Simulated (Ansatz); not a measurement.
# C3H5NO: the cost of one run

Computed with Ansatz 0.2.0, Gaussian basis. Level: the settings change from run to run.

### 1 The relaxed structure

The geometry comes from an earlier relaxation with PBE0-D4 in a triple-zeta def2 set; it is a stationary point, not always the lowest conformer.

SMILES `N=C1CCO1`, 10 atoms, charge 0, spin multiplicity 1.

Atoms are counted from 1 here; the program's logs count them from 0.

Bond lengths: N1–C2 1.247 Å, N1–H6 1.019 Å, C2–C3 1.505 Å, C2–O5 1.374 Å, C3–C4 1.529 Å, C3–H7 1.089 Å, C3–H8 1.089 Å, C4–O5 1.452 Å, C4–H9 1.091 Å, C4–H10 1.091 Å. Angles: C2–N1–H6 111.7°, N1–C2–C3 135.1°, N1–C2–O5 130.5°, C3–C2–O5 94.4°, C2–C3–C4 83.7°, C2–C3–H7 114.4°, C2–C3–H8 114.3°, C4–C3–H7 116.3°, C4–C3–H8 116.3°, H7–C3–H8 109.8°, C3–C4–O5 90.3°, C3–C4–H9 116.3°, C3–C4–H10 116.3°, O5–C4–H9 110.8°, O5–C4–H10 110.8°, H9–C4–H10 110.5°, C2–O5–C4 91.5°.

### 2 B3LYP/pcseg-2

Set apart from the defaults: charge -1, multiplicity 2, a grid of angular degree 23, D3(BJ) dispersion.

File in.yaml:

```yaml
crystal:
  periodic: [false, false, false]
  atoms:
    - {symbol: N, position_ang: [-1.932581, 0.133353, -0.806364]}
    - {symbol: C, position_ang: [-0.779024, 0.157431, -0.332602]}
    - {symbol: C, position_ang: [0.206138, -0.883786, 0.125935]}
    - {symbol: C, position_ang: [1.089762, 0.326746, 0.429768]}
    - {symbol: O, position_ang: [0.046520, 1.217549, -0.046635]}
    - {symbol: H, position_ang: [-2.280175, 1.071584, -0.997346]}
    - {symbol: H, position_ang: [-0.123897, -1.467881, 0.983722]}
    - {symbol: H, position_ang: [0.555006, -1.549677, -0.662002]}
    - {symbol: H, position_ang: [1.992690, 0.429830, -0.172974]}
    - {symbol: H, position_ang: [1.308662, 0.513750, 1.481597]}
basis:
  gaussian: {orbitals: pcseg-2, final_grid: {core_spheres: 8, valence_spheres: 7, degree: 23}}
total_charge: -1
magnetization: {spin_polarized: true, initial_magnetization: 1}
hamiltonian: {xc: {name: B3LYP}, dispersion: d3bj}
```

The run is started by

```
$ ansatz run in.yaml --threads 2 --pin off --events-out ev --progress --plain --max-ram 4352MiB
```

What time and memory should one allow on 2 threads of Arm Neoverse V1, shared host?

About 15 s, with a peak of 0.62 GiB.
